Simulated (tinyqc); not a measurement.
Worked calculation (part 1 of 2): LCCD on RHF in the sto-6g basis, for H2F+, spin multiplicity 1. Computed by tinyqc, a small Python program that keeps every step (integrals from PySCF). Settings: charge = 1, multiplicity = 1, basis = sto-6g, method = RHF, energy threshold = 1e-10, iteration cap = 64, orthogonalisation = symmetric, start = Wolfsberg-Helmholz matrix, DIIS depth = 6, amplitude equations = LCCD, DIIS depth for amplitudes = 6, cap on updates = 61. Command: `OMP_NUM_THREADS=1 python tinyqc.py 26509 26510 out.jsonl` (the two numbers bound the seeds that draw the settings). One thread of a shared host (Intel(R) Xeon(R) Processor @ 2.60GHz), about 0.2 s of CPU time with the checks. The early iterations of the SCF are left out here.

## One-electron integrals

Geometry (angstrom):
```
atom         x          y         z
F     0.000000   0.000000  0.000000
H     0.000000   0.926000  0.511000
H     0.000000  -0.926000  0.511000
```

Basis sto-6g: exponents (1/bohr^2) and contraction coefficients of normalised primitives:
```
element  l (shell)     exponent  coefficient
F            s (1)  1728.626574     0.009164
F            s (1)   316.941790     0.049361
F            s (1)    88.668891     0.168538
F            s (1)    30.460157     0.370563
F            s (1)    11.828570     0.416492
F            s (1)     4.871659     0.130334
F            s (2)    67.032281    -0.013253
F            s (2)    13.267438    -0.046992
F            s (2)     4.123510    -0.033785
F            s (2)     1.586463     0.250242
F            s (2)     0.689002     0.595117
F            s (2)     0.315820     0.240706
F            p (3)    67.032281     0.003760
F            p (3)    13.267438     0.037679
F            p (3)     4.123510     0.173897
F            p (3)     1.586463     0.418036
F            p (3)     0.689002     0.425860
F            p (3)     0.315820     0.101708
H            s (1)    35.523221     0.009164
H            s (1)     6.513144     0.049361
H            s (1)     1.822143     0.168538
H            s (1)     0.625955     0.370563
H            s (1)     0.243077     0.416492
H            s (1)     0.100112     0.130334
```

Overlap, kinetic and nuclear-attraction integrals over the contracted functions; the nuclear repulsion is the sum of Za Zb / Rab.

nuclear repulsion = 9.29183383 hartree

overlap S, order 1F 1s, 1F 2s, 1F 2px, 1F 2py, 1F 2pz, 2H 1s, 3H 1s:
```
[[1.000000, 0.232479, 0.000000, 0.000000, 0.000000, 0.036611, 0.036611],
 [0.232479, 1.000000, 0.000000, 0.000000, 0.000000, 0.363476, 0.363476],
 [0.000000, 0.000000, 1.000000, 0.000000, 0.000000, 0.000000, 0.000000],
 [0.000000, 0.000000, 0.000000, 1.000000, 0.000000, 0.260358, -0.260358],
 [0.000000, 0.000000, 0.000000, 0.000000, 1.000000, 0.143675, 0.143675],
 [0.036611, 0.363476, 0.000000, 0.260358, 0.143675, 1.000000, 0.151491],
 [0.036611, 0.363476, 0.000000, -0.260358, 0.143675, 0.151491, 1.000000]]
```

kinetic energy T (hartree), order 1F 1s, 1F 2s, 1F 2px, 1F 2py, 1F 2pz, 2H 1s, 3H 1s:
```
[[37.397730, -1.143349, 0.000000, 0.000000, 0.000000, -0.004523, -0.004523],
 [-1.143349, 1.082297, 0.000000, 0.000000, 0.000000, 0.064897, 0.064897],
 [0.000000, 0.000000, 3.251325, 0.000000, 0.000000, 0.000000, 0.000000],
 [0.000000, 0.000000, 0.000000, 3.251325, 0.000000, 0.150228, -0.150228],
 [0.000000, 0.000000, 0.000000, 0.000000, 3.251325, 0.082901, 0.082901],
 [-0.004523, 0.064897, 0.000000, 0.150228, 0.082901, 0.768522, -0.009385],
 [-0.004523, 0.064897, 0.000000, -0.150228, 0.082901, -0.009385, 0.768522]]
```

nuclear attraction V (hartree), order 1F 1s, 1F 2s, 1F 2px, 1F 2py, 1F 2pz, 2H 1s, 3H 1s:
```
[[-78.823130, -8.098347, 0.000000, 0.000000, -0.011568, -1.459816, -1.459816],
 [-8.098347, -12.473166, 0.000000, 0.000000, -0.134406, -3.383552, -3.383552],
 [0.000000, 0.000000, -12.418011, 0.000000, 0.000000, 0.000000, 0.000000],
 [0.000000, 0.000000, 0.000000, -12.543679, 0.000000, -2.109164, 2.109164],
 [-0.011568, -0.134406, 0.000000, 0.000000, -12.456280, -1.196505, -1.196505],
 [-1.459816, -3.383552, 0.000000, -2.109164, -1.196505, -5.917896, -1.036784],
 [-1.459816, -3.383552, 0.000000, 2.109164, -1.196505, -1.036784, -5.917896]]
```

core Hamiltonian H = T + V (hartree), order 1F 1s, 1F 2s, 1F 2px, 1F 2py, 1F 2pz, 2H 1s, 3H 1s:
```
[[-41.425400, -9.241696, 0.000000, 0.000000, -0.011568, -1.464339, -1.464339],
 [-9.241696, -11.390869, 0.000000, 0.000000, -0.134406, -3.318655, -3.318655],
 [0.000000, 0.000000, -9.166686, 0.000000, 0.000000, 0.000000, 0.000000],
 [0.000000, 0.000000, 0.000000, -9.292353, 0.000000, -1.958936, 1.958936],
 [-0.011568, -0.134406, 0.000000, 0.000000, -9.204954, -1.113604, -1.113604],
 [-1.464339, -3.318655, 0.000000, -1.958936, -1.113604, -5.149374, -1.046168],
 [-1.464339, -3.318655, 0.000000, 1.958936, -1.113604, -1.046168, -5.149374]]
```

## Two-electron integrals

Functions are numbered as in S; the eight-fold symmetry (ij|kl) = (ji|kl) = (kl|ij) leaves the list below.

Two-electron integrals (ij|kl) in chemists' order, unique and non-zero (hartree):
```
(11|11) 5.406240    (21|11) 0.768129    (21|21) 0.138909    (22|11) 1.266271
(22|21) 0.283987    (22|22) 0.926367    (31|31) 0.029452    (32|31) 0.044681
(32|32) 0.204753    (33|11) 1.266273    (33|21) 0.283987    (33|22) 0.926366
(33|33) 0.998085    (41|41) 0.029452    (42|41) 0.044681    (42|42) 0.204753
(43|43) 0.053789    (44|11) 1.266273    (44|21) 0.283987    (44|22) 0.926366
(44|33) 0.890506    (44|44) 0.998085    (51|51) 0.029452    (52|51) 0.044681
(52|52) 0.204753    (53|53) 0.053789    (54|54) 0.053789    (55|11) 1.266273
(55|21) 0.283987    (55|22) 0.926366    (55|33) 0.890506    (55|44) 0.890506
(55|55) 0.998085    (61|11) 0.128901    (61|21) 0.022348    (61|22) 0.044702
(61|33) 0.044626    (61|41) 0.000851    (61|42) 0.001664    (61|44) 0.044800
(61|51) 0.000470    (61|52) 0.000918    (61|54) 0.000096    (61|55) 0.044679
(61|61) 0.003655    (62|11) 0.327099    (62|21) 0.074465    (62|22) 0.271099
(62|33) 0.267256    (62|41) 0.004729    (62|42) 0.035700    (62|44) 0.276095
(62|51) 0.002610    (62|52) 0.019701    (62|54) 0.004878    (62|55) 0.269947
(62|61) 0.011985    (62|62) 0.098323    (63|31) 0.008257    (63|32) 0.047328
(63|43) 0.007448    (63|53) 0.004110    (63|63) 0.014397    (64|11) 0.195240
(64|21) 0.045073    (64|22) 0.175426    (64|33) 0.168006    (64|41) 0.010750
(64|42) 0.069116    (64|44) 0.188546    (64|51) 0.001376    (64|52) 0.012023
(64|54) 0.007224    (64|55) 0.169725    (64|61) 0.007568    (64|62) 0.078095
(64|64) 0.075955    (65|11) 0.107740    (65|21) 0.024873    (65|22) 0.096806
(65|33) 0.092712    (65|41) 0.001376    (65|42) 0.012023    (65|44) 0.095826
(65|51) 0.009016    (65|52) 0.053963    (65|54) 0.009167    (65|55) 0.101881
(65|61) 0.004176    (65|62) 0.043096    (65|64) 0.033970    (65|65) 0.033142
(66|11) 0.487730    (66|21) 0.113123    (66|22) 0.473664    (66|33) 0.457849
(66|41) 0.009000    (66|42) 0.094869    (66|44) 0.494219    (66|51) 0.004966
(66|52) 0.052352    (66|54) 0.020070    (66|55) 0.468924    (66|61) 0.018340
(66|62) 0.222609    (66|64) 0.205031    (66|65) 0.113143    (66|66) 0.774999
(71|11) 0.128901    (71|21) 0.022348    (71|22) 0.044702    (71|33) 0.044626
(71|41) -0.000851   (71|42) -0.001664   (71|44) 0.044800    (71|51) 0.000470
(71|52) 0.000918    (71|54) -0.000096   (71|55) 0.044679    (71|61) 0.003602
(71|62) 0.011590    (71|64) 0.006708    (71|65) 0.004041    (71|66) 0.017547
(71|71) 0.003655    (72|11) 0.327099    (72|21) 0.074465    (72|22) 0.271099
(72|33) 0.267256    (72|41) -0.004729   (72|42) -0.035700   (72|44) 0.276095
(72|51) 0.002610    (72|52) 0.019701    (72|54) -0.004878   (72|55) 0.269947
(72|61) 0.011590    (72|62) 0.078492    (72|64) 0.043154    (72|65) 0.033305
(72|66) 0.142463    (72|71) 0.011985    (72|72) 0.098323    (73|31) 0.008257
(73|32) 0.047328    (73|43) -0.007448   (73|53) 0.004110    (73|63) 0.011073
(73|73) 0.014397    (74|11) -0.195240   (74|21) -0.045073   (74|22) -0.175426
(74|33) -0.168006   (74|41) 0.010750    (74|42) 0.069116    (74|44) -0.188546
(74|51) -0.001376   (74|52) -0.012023   (74|54) 0.007224    (74|55) -0.169725
(74|61) -0.006708   (74|62) -0.043154   (74|64) -0.013153   (74|65) -0.017952
(74|66) -0.071636   (74|71) -0.007568   (74|72) -0.078095   (74|74) 0.075955
(75|11) 0.107740    (75|21) 0.024873    (75|22) 0.096806    (75|33) 0.092712
(75|41) -0.001376   (75|42) -0.012023   (75|44) 0.095826    (75|51) 0.009016
(75|52) 0.053963    (75|54) -0.009167   (75|55) 0.101881    (75|61) 0.004041
(75|62) 0.033305    (75|64) 0.017952    (75|65) 0.025004    (75|66) 0.066432
(75|71) 0.004176    (75|72) 0.043096    (75|74) -0.033970   (75|75) 0.033142
(76|11) 0.095653    (76|21) 0.021997    (76|22) 0.086880    (76|33) 0.085470
(76|44) 0.087287    (76|51) 0.001258    (76|52) 0.011346    (76|55) 0.087882
(76|61) 0.003494    (76|62) 0.030909    (76|64) 0.021500    (76|65) 0.015491
(76|66) 0.073358    (76|71) 0.003494    (76|72) 0.030909    (76|74) -0.021500
(76|75) 0.015491    (76|76) 0.012029    (77|11) 0.487730    (77|21) 0.113123
(77|22) 0.473664    (77|33) 0.457849    (77|41) -0.009000   (77|42) -0.094869
(77|44) 0.494219    (77|51) 0.004966    (77|52) 0.052352    (77|54) -0.020070
(77|55) 0.468924    (77|61) 0.017547    (77|62) 0.142463    (77|64) 0.071636
(77|65) 0.066432    (77|66) 0.284046    (77|71) 0.018340    (77|72) 0.222609
(77|74) -0.205031   (77|75) 0.113143    (77|76) 0.073358    (77|77) 0.774999
```

## Orthogonalisation

S = U s U^T; symmetric (Loewdin) form X = U s^(-1/2) U^T, so that X^T S X = 1.

eigenvalues of S: [0.482837, 0.548342, 0.912795, 1.000000, 1.072389, 1.300166, 1.683470]

X, order 1F 1s, 1F 2s, 1F 2px, 1F 2py, 1F 2pz, 2H 1s, 3H 1s:
```
[[1.022426, -0.131674, 0.000000, 0.000000, -0.004366, 0.016082, 0.016082],
 [-0.131674, 1.136286, 0.000000, 0.000000, 0.044567, -0.201836, -0.201836],
 [0.000000, 0.000000, 1.000000, 0.000000, 0.000000, 0.000000, 0.000000],
 [0.000000, 0.000000, 0.000000, 1.066021, 0.000000, -0.163951, 0.163951],
 [-0.004366, 0.044567, 0.000000, 0.000000, 1.017246, -0.078386, -0.078386],
 [0.016082, -0.201836, 0.000000, -0.163951, -0.078386, 1.103824, -0.057593],
 [0.016082, -0.201836, 0.000000, 0.163951, -0.078386, -0.057593, 1.103824]]
```

## Iteration 8 (converged): orbitals

converged F (hartree), order 1F 1s, 1F 2s, 1F 2px, 1F 2py, 1F 2pz, 2H 1s, 3H 1s:
```
[[-26.906176, -6.517820, 0.000000, 0.000000, -0.020013, -1.034435, -1.034435],
 [-6.517820, -3.460013, 0.000000, 0.000000, -0.088449, -1.070356, -1.070356],
 [0.000000, 0.000000, -1.012618, 0.000000, 0.000000, 0.000000, 0.000000],
 [0.000000, 0.000000, 0.000000, -0.942960, 0.000000, -0.525122, 0.525122],
 [-0.020013, -0.088449, 0.000000, 0.000000, -0.972400, -0.339236, -0.339236],
 [-1.034435, -1.070356, 0.000000, -0.525122, -0.339236, -0.769341, -0.279412],
 [-1.034435, -1.070356, 0.000000, 0.525122, -0.339236, -0.279412, -0.769341]]
```

Diagonalise F' = X^T F X, C = X C', fill 5 alpha and 5 beta electrons from the bottom; D = 2 C_occ C_occ^T. Each column has its largest component positive (the first on a tie).

F' = X^T F X (hartree):
```
[[-26.490891, -3.203976, 0.000000, 0.000000, -0.031323, -0.143160, -0.143160],
 [-3.203976, -2.195445, 0.000000, 0.000000, 0.031323, -0.445505, -0.445505],
 [0.000000, 0.000000, -1.012618, 0.000000, 0.000000, 0.000000, 0.000000],
 [0.000000, 0.000000, 0.000000, -0.730805, 0.000000, -0.420286, 0.420286],
 [-0.031323, 0.031323, 0.000000, 0.000000, -0.910067, -0.237375, -0.237375],
 [-0.143160, -0.445505, 0.000000, -0.420286, -0.237375, -0.371218, -0.059631],
 [-0.143160, -0.445505, 0.000000, 0.420286, -0.237375, -0.059631, -0.371218]]
```

orbital energies (hartree): [-26.909350, -2.014120, -1.151447, -1.030567, -1.012618, -0.073215, 0.109054]

coefficients C, order 1F 1s, 1F 2s, 1F 2px, 1F 2py, 1F 2pz, 2H 1s, 3H 1s:
```
[[0.997121, -0.239044, 0.000000, 0.052591, 0.000000, 0.095236, 0.000000],
 [0.012822, 0.958605, 0.000000, -0.283000, 0.000000, -0.626713, 0.000000],
 [0.000000, 0.000000, 0.000000, 0.000000, 1.000000, 0.000000, 0.000000],
 [0.000000, 0.000000, 0.736216, 0.000000, 0.000000, 0.000000, 0.805076],
 [0.001427, 0.084245, 0.000000, 0.899819, 0.000000, -0.481984, 0.000000],
 [-0.002258, 0.077781, 0.340587, 0.199610, 0.000000, 0.740636, -0.765066],
 [-0.002258, 0.077781, -0.340587, 0.199610, 0.000000, 0.740636, 0.765066]]
```

D after iteration 8, order 1F 1s, 1F 2s, 1F 2px, 1F 2py, 1F 2pz, 2H 1s, 3H 1s:
```
[[2.108317, -0.462493, 0.000000, 0.000000, 0.057215, -0.020695, -0.020695],
 [-0.462493, 1.998354, 0.000000, 0.000000, -0.347745, 0.036087, 0.036087],
 [0.000000, 0.000000, 2.000000, 0.000000, 0.000000, 0.000000, 0.000000],
 [0.000000, 0.000000, 0.000000, 1.084027, 0.000000, 0.501490, -0.501490],
 [0.057215, -0.347745, 0.000000, 0.000000, 1.633549, 0.372325, 0.372325],
 [-0.020695, 0.036087, 0.000000, 0.501490, 0.372325, 0.323797, -0.140200],
 [-0.020695, 0.036087, 0.000000, -0.501490, 0.372325, -0.140200, 0.323797]]
```

## Convergence

Stop when the energy changes by less than 1e-10 hartree and every element of the error matrix X^T (F D S - S D F) X is below 3e-06.

Course of the cycle:
```
iteration   E (hartree)     change  largest element of the error matrix
1          -99.50459703          -                             5.69e-01
2          -99.75374687  -2.49e-01                             1.08e-01
3          -99.77085225  -1.71e-02                             2.43e-02
4          -99.77161267  -7.60e-04                             3.78e-03
5          -99.77164475  -3.21e-05                             1.23e-03
6          -99.77164994  -5.19e-06                             1.24e-05
7          -99.77164994  -3.00e-10                             2.28e-07
8          -99.77164994  -1.56e-13                             5.90e-10
```

PySCF RHF in the same basis = -99.77164994 hartree

Converged in 8 iterations.

## Integrals over molecular orbitals

(pq|rs) = sum C_ip C_jq C_kr C_ls (ij|kl), one index at a time.

one-electron integrals over orbitals h = C^T H C (hartree):
```
[[-41.411961, 0.707637, 0.000000, -0.147378, 0.000000, -0.284224, 0.000000],
 [0.707637, -9.670622, 0.000000, 0.329885, 0.000000, 1.338404, 0.000000],
 [0.000000, 0.000000, -7.953291, 0.000000, 0.000000, 0.000000, -2.236831],
 [-0.147378, 0.329885, 0.000000, -8.742821, 0.000000, 1.324708, 0.000000],
 [0.000000, 0.000000, 0.000000, 0.000000, -9.166686, 0.000000, 0.000000],
 [-0.284224, 1.338404, 0.000000, 1.324708, 0.000000, -5.423468, 0.000000],
 [0.000000, 0.000000, -2.236831, 0.000000, 0.000000, 0.000000, -5.999918]]
```

Two-electron integrals over orbitals (pq|rs), unique and non-zero (hartree):
```
(11|11) 5.381440    (21|11) -0.519928   (21|21) 0.081291    (22|11) 1.226846
(22|21) -0.021609   (22|22) 0.861975    (31|31) 0.017380    (32|31) 0.025228
(32|32) 0.154876    (33|11) 0.972956    (33|21) -0.007673   (33|22) 0.749219
(33|33) 0.720997    (41|11) 0.116401    (41|21) -0.015867   (41|22) 0.011822
(41|33) 0.003981    (41|41) 0.029069    (42|11) -0.088267   (42|21) 0.007298
(42|22) -0.002738   (42|33) -0.005525   (42|41) 0.031696    (42|42) 0.165261
(43|31) -0.002912   (43|32) 0.008091    (43|43) 0.046751    (44|11) 1.173863
(44|21) -0.013681   (44|22) 0.828561    (44|33) 0.708886    (44|41) -0.010178
(44|42) -0.083870   (44|44) 0.900749    (51|51) 0.030380    (52|51) 0.039244
(52|52) 0.183657    (53|53) 0.037396    (54|51) -0.008157   (54|52) -0.029751
(54|54) 0.053337    (55|11) 1.265980    (55|21) -0.013612   (55|22) 0.885180
(55|33) 0.737565    (55|41) 0.002889    (55|42) -0.046610   (55|44) 0.841651
(55|55) 0.998085    (61|11) 0.218384    (61|21) -0.035627   (61|22) 0.005983
(61|33) 0.002273    (61|41) -0.004836   (61|42) -0.017734   (61|44) 0.011367
(61|55) 0.005378    (61|61) 0.020980    (62|11) -0.288418   (62|21) 0.008537
(62|22) -0.140857   (62|33) -0.084847   (62|41) -0.016399   (62|42) -0.041484
(62|44) -0.107760   (62|55) -0.147537   (62|61) 0.002934    (62|62) 0.070832
(63|31) -0.003582   (63|32) 0.029373    (63|43) 0.018819    (63|63) 0.074181
(64|11) -0.252136   (64|21) 0.002765    (64|22) -0.137533   (64|33) -0.078447
(64|41) -0.007198   (64|42) -0.001160   (64|44) -0.144168   (64|55) -0.139929
(64|61) 0.001878    (64|62) 0.058754    (64|64) 0.067979    (65|51) -0.013595
(65|52) -0.052163   (65|54) -0.008049   (65|65) 0.024380    (66|11) 0.663975
(66|21) -0.005553   (66|22) 0.549785    (66|33) 0.540309    (66|41) 0.014516
(66|42) 0.063182    (66|44) 0.521858    (66|55) 0.528375    (66|61) -0.003724
(66|62) -0.044104   (66|64) -0.022658   (66|66) 0.532783    (71|31) 0.017434
(71|32) 0.024307    (71|43) -0.003020   (71|63) -0.003369   (71|71) 0.017502
(72|31) 0.017836    (72|32) 0.069529    (72|43) -0.019395   (72|63) -0.025055
(72|71) 0.017267    (72|72) 0.057911    (73|11) 0.433158    (73|21) -0.008016
(73|22) 0.218179    (73|33) 0.164351    (73|41) -0.001067   (73|42) -0.051193
(73|44) 0.209618    (73|55) 0.236623    (73|61) 0.004564    (73|62) -0.071338
(73|64) -0.081265   (73|66) 0.014756    (73|73) 0.162551    (74|31) -0.006556
(74|32) -0.049971   (74|43) 0.009871    (74|63) -0.041758   (74|71) -0.006545
(74|72) -0.011310   (74|74) 0.044603    (75|53) 0.025843    (75|75) 0.020404
(76|31) -0.009943   (76|32) -0.095005   (76|43) -0.046838   (76|63) -0.092275
(76|71) -0.009761   (76|72) 0.002140    (76|74) 0.057170    (76|76) 0.168057
(77|11) 0.798531    (77|21) -0.007607   (77|22) 0.610180    (77|33) 0.608346
(77|41) 0.002660    (77|42) 0.004516    (77|44) 0.589734    (77|55) 0.599180
(77|61) 0.002579    (77|62) -0.045518   (77|64) -0.030979   (77|66) 0.529340
(77|73) 0.075868    (77|77) 0.572246
```

## LCCD: starting amplitudes

t_ij^ab = <ij||ab> / (e_i + e_j - e_a - e_b), whose energy is MP2.

Starting amplitudes (spin orbitals 1a, 1b, ...; amplitudes related by a flip of all spins are not repeated; the 24 largest):
```
from      to          t
3a 3b  7a 7b  -0.064479
3a 4b  6b 7a  -0.036641
4a 4b  6a 6b  -0.035504
3a 3b  6a 6b  -0.034399
2a 3b  6a 7b   0.022283
2a 4b  6a 6b  -0.020272
4a 4b  7a 7b  -0.019569
3a 4b  6a 7b   0.018828
2a 2b  6a 6b  -0.018247
3a 4a  6a 7a  -0.017813
2a 3a  6a 7a   0.014457
2a 2b  7a 7b  -0.013638
5a 5b  6a 6b  -0.012976
5a 5b  7a 7b  -0.009095
2a 3b  6b 7a  -0.007826
2a 4b  7a 7b   0.003466
1a 2b  7a 7b  -0.000593
1a 1b  6a 6b  -0.000391
1a 1b  7a 7b  -0.000324
1a 3a  6a 7a  -0.000282
1a 4b  7a 7b   0.000232
1a 3b  6a 7b  -0.000162
1a 3b  6b 7a  -0.000120
1a 2b  6a 6b  -0.000102
```

correlation energy = -0.03525394 hartree

## LCCD: amplitude update 1

t_ij^ab D_ij^ab are set to the remaining terms of the spin-orbital equations, evaluated with the old amplitudes; for the doubles these are <ij||ab> + 1/2 <ab||ef> t_ij^ef + 1/2 <mn||ij> t_mn^ab + P(ij)P(ab) <mb||ej> t_im^ae, D the orbital-energy denominators (linear CCD).

Amplitudes after update 1 (spin orbitals 1a, 1b, ...; amplitudes related by a flip of all spins are not repeated; the 24 largest):
```
from      to          t
3a 3b  7a 7b  -0.080442
3a 4b  6b 7a  -0.045431
3a 3b  6a 6b  -0.044196
4a 4b  6a 6b  -0.041906
2a 3b  6a 7b   0.027547
3a 4b  6a 7b   0.027040
2a 4b  6a 6b  -0.026087
4a 4b  7a 7b  -0.023168
3a 4a  6a 7a  -0.018391
2a 2b  6a 6b  -0.018124
2a 3a  6a 7a   0.015039
2a 2b  7a 7b  -0.013649
5a 5b  6a 6b  -0.013006
2a 3b  6b 7a  -0.012508
5a 5b  7a 7b  -0.008533
2a 4b  7a 7b   0.002515
1a 2b  7a 7b  -0.000531
1a 1b  6a 6b  -0.000314
1a 3a  6a 7a  -0.000272
1a 1b  7a 7b  -0.000259
1a 4b  7a 7b   0.000193
1a 3b  6b 7a  -0.000153
1a 4b  6a 6b  -0.000127
1a 3b  6a 7b  -0.000119
```

correlation energy = -0.04300792 hartree
